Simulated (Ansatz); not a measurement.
# C2H5FOS: the cost of one run

Computed with Ansatz 0.2.0, driven from Python. Level of theory: CAM-B3LYP/cc-pVDZ.

## (1) The structure

Bond lengths: C1–C2 1.468 Å, C2–O3 1.421 Å, C2–F4 1.366 Å, C2–S5 1.792 Å, C1–H6 1.106 Å, C1–H7 1.071 Å, C1–H8 1.157 Å, O3–H9 0.987 Å, S5–H10 1.365 Å. Angles: C1–C2–O3 110.6°, C1–C2–F4 110.8°, C1–C2–S5 112.3°, O3–C2–F4 105.5°, O3–C2–S5 111.2°, F4–C2–S5 106.0°, C2–C1–H6 111.9°, C2–C1–H7 115.1°, C2–C1–H8 109.3°, H6–C1–H7 109.2°, H6–C1–H8 102.4°, H7–C1–H8 108.1°, C2–O3–H9 99.0°, C2–S5–H10 96.1°.

The script holds or builds the structure itself.

## (2) The code

torsion_c2h5fos.py reads:

```python
"""Rigid torsion scan of C2H5FOS."""

import ansatz as az
from ase import Atoms

BASIS_SET = "cc-pVDZ"
XC = "cam_b3lyp"
FMAX = 0.02


def main() -> None:
    atoms = Atoms(["C", "C", "O", "F", "S", "H", "H", "H", "H", "H"], positions=[
        (-1.0616, -0.0393, 0.2496),
        (0.3146, -0.0764, -0.2604),
        (0.3723, 0.4411, -1.5824),
        (0.7647, -1.3629, -0.3515),
        (1.464, 0.7744, 0.8191),
        (-1.7733, -0.5224, -0.4462),
        (-1.194, -0.4506, 1.2299),
        (-1.4335, 1.0561, 0.2659),
        (1.3058, 0.2043, -1.7995),
        (1.3241, -0.0756, 1.8785),
    ])

    # start the scan from a relaxed geometry
    first = (
        az.Crystal.molecule_from_ase(atoms).calculation()
        .basis(gaussian=BASIS_SET)
        .functional(XC)
        .relax(force_tolerance=FMAX, max_steps=80)
    )
    atoms.positions = first.run(threads=1).report["positions_ang"]

    start = atoms.get_dihedral(0, 1, 4, 9)
    energies = {}
    for turn in range(0, 360, 30):
        turned = atoms.copy()
        turned.set_dihedral(0, 1, 4, 9, start + turn, indices=[4, 9])
        setup = (
            az.Crystal.molecule_from_ase(turned).calculation()
            .basis(gaussian=BASIS_SET)
            .functional(XC)
        )
        energies[round((start + turn) % 360)] = setup.run(threads=1).report["free_energy_ev"]
    floor = min(energies.values())
    print("dihedral C0-C1-S4-H9 (deg)   E - E(min) (eV)")
    for angle, e in sorted(energies.items()):
        print(f"{angle:8d} {(e - floor):14.3f}  " + "#" * int(30 * (e - floor) / max(max(energies.values()) - floor, 1e-9)))


if __name__ == "__main__":
    main()
```

## (3) The calls as engine input

The engine receives this input (first run):

```yaml
crystal:
  periodic: [false, false, false]
  atoms:
    - { symbol: C, position_ang: [-1.0616, -0.0393, 0.2496] }
    - { symbol: C, position_ang: [0.3146, -0.0764, -0.2604] }
    - { symbol: O, position_ang: [0.3723, 0.4411, -1.5824] }
    - { symbol: F, position_ang: [0.7647, -1.3629, -0.3515] }
    - { symbol: S, position_ang: [1.464, 0.7744, 0.8191] }
    - { symbol: H, position_ang: [-1.7733, -0.5224, -0.4462] }
    - { symbol: H, position_ang: [-1.194, -0.4506, 1.2299] }
    - { symbol: H, position_ang: [-1.4335, 1.0561, 0.2659] }
    - { symbol: H, position_ang: [1.3058, 0.2043, -1.7995] }
    - { symbol: H, position_ang: [1.3241, -0.0756, 1.8785] }
basis:
  gaussian:
    orbitals: cc-pVDZ
hamiltonian:
  xc: cam_b3lyp
relax:
  f_tol: 0.02
  max_steps: 80
```

## (4) The run

Launch:

```sh
python torsion_c2h5fos.py
```

Q: Estimate wall time and peak memory on 1 thread of Arm Neoverse V1, shared host.

About 1.8 min, with a peak of 0.32 GiB.
